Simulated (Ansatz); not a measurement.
C8H18, SMILES `CCC(CC)C(C)C` at its PBE0-D4/def2-TZVP geometry, where that method's forces vanish. The species carries charge 0 and has multiplicity 1.

```xyz
26

C     2.4418   -0.1121   -0.3374
C     1.0072   -0.5803   -0.5262
C    -0.0236    0.2318    0.2769
C    -0.4764   -0.4979    1.5403
C     0.6349   -0.7866    2.5355
C    -1.2302    0.6826   -0.5655
C    -2.0057   -0.4730   -1.1850
C    -0.8237    1.6884   -1.6337
H     3.1421   -0.7273   -0.9082
H     2.5571    0.9220   -0.6744
H     2.7448   -0.1481    0.7114
H     0.7705   -0.5335   -1.5930
H     0.9265   -1.6397   -0.2575
H     0.4721    1.1566    0.6058
H    -0.9572   -1.4418    1.2597
H    -1.2498    0.1037    2.0319
H     1.3884   -1.4591    2.1183
H     1.1432    0.1332    2.8394
H     0.2398   -1.2608    3.4371
H    -1.9085    1.2003    0.1259
H    -2.8715   -0.1001   -1.7381
H    -1.3874   -1.0357   -1.8902
H    -2.3735   -1.1723   -0.4315
H    -0.3046    2.5449   -1.1950
H    -0.1573    1.2406   -2.3768
H    -1.6991    2.0643   -2.1695
```

(1) What forces (eV/Å) does PBE-D4/def2-TZVPP give on these atoms in the Gaussian-basis code of Ansatz? (Estimate.)

Results:

(1) Computed: 
```
C1   0.025 -0.011 -0.012
C2   0.019  0.005  0.008
C3  -0.013 -0.034  0.001
C4   0.014  0.007  0.032
C5  -0.004 -0.013  0.029
C6  -0.018  0.016 -0.031
C7  -0.028 -0.016  0.003
C8  -0.007  0.037 -0.008
H9   0.151 -0.114 -0.109
H10  0.033  0.201 -0.061
H11  0.071 -0.003  0.200
H12 -0.049  0.000 -0.223
H13 -0.019 -0.213  0.045
H14  0.100  0.189  0.068
H15 -0.106 -0.187 -0.057
H16 -0.166  0.116  0.097
H17  0.154 -0.131 -0.071
H18  0.105  0.174  0.064
H19 -0.063 -0.095  0.183
H20 -0.138  0.106  0.145
H21 -0.172  0.062 -0.112
H22  0.114 -0.114 -0.143
H23 -0.078 -0.149  0.142
H24  0.106  0.174  0.078
H25  0.134 -0.085 -0.153
H26 -0.166  0.079 -0.115
```
